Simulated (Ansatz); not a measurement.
# CH2O3: the cost of one run

Program: Ansatz 0.2.0. Level of theory: the levels named in each step. These are calculated values, not measurements.

### Step 1. Starting point

Bond lengths: O1–C2 1.236 Å, C2–O3 1.307 Å, C2–O4 1.265 Å, O3–H5 0.986 Å, O4–H6 0.983 Å. Angles: O1–C2–O3 113.3°, O1–C2–O4 129.7°, O3–C2–O4 117.0°, C2–O3–H5 121.4°, C2–O4–H6 119.9°.

Coordinates:

```xyz
6

O     0.0770    1.2541    0.1648
C    -0.0570    0.0360    0.0029
O     1.0797   -0.6063   -0.0504
O    -1.1109   -0.6529   -0.1141
H     1.9408   -0.1335    0.0350
H    -1.9897   -0.2141   -0.0747
```

### Step 2. A rough first relaxation, PBE-D4/def2-SVP

This run stands in another session on the same molecule. It ended at:

```xyz
6

O    -0.0214    1.2758    0.1661
C    -0.0108    0.0171    0.0032
O     1.0923   -0.6534   -0.0559
O    -1.1012   -0.6664   -0.1124
H     1.9311   -0.1332    0.0327
H    -1.9500   -0.1566   -0.0701
```

### Step 3. Relaxation, HF/STO-3G

Contents of input.yaml:

```yaml
crystal:
  periodic: [false, false, false]
  atoms:
    - { symbol: O, position_ang: [-0.0213609, 1.27580502, 0.16605766] }
    - { symbol: C, position_ang: [-0.01080194, 0.01712426, 0.00316873] }
    - { symbol: O, position_ang: [1.09225809, -0.65343842, -0.05585068] }
    - { symbol: O, position_ang: [-1.10122848, -0.66636213, -0.11241765] }
    - { symbol: H, position_ang: [1.93106702, -0.13323998, 0.03268184] }
    - { symbol: H, position_ang: [-1.94996378, -0.15655875, -0.0700999] }
magnetization:
  spin_polarized: true
  initial_magnetization: 1
total_charge: 1
basis:
  gaussian: { orbitals: STO-3G }
hamiltonian:
  xc: hf
relax:
  f_tol: 0.002
  max_steps: 150
```

Started as:

```bash
$ ansatz run input.yaml --threads 2 --pin off --max-ram 5120MiB --backend cpu --events-out ev --progress --plain --runs-dir out
```

What time and memory should one allow on 2 threads of Intel Xeon Platinum 8488C (Sapphire Rapids), shared host?

About 2 s, with a peak of 0.12 GiB.
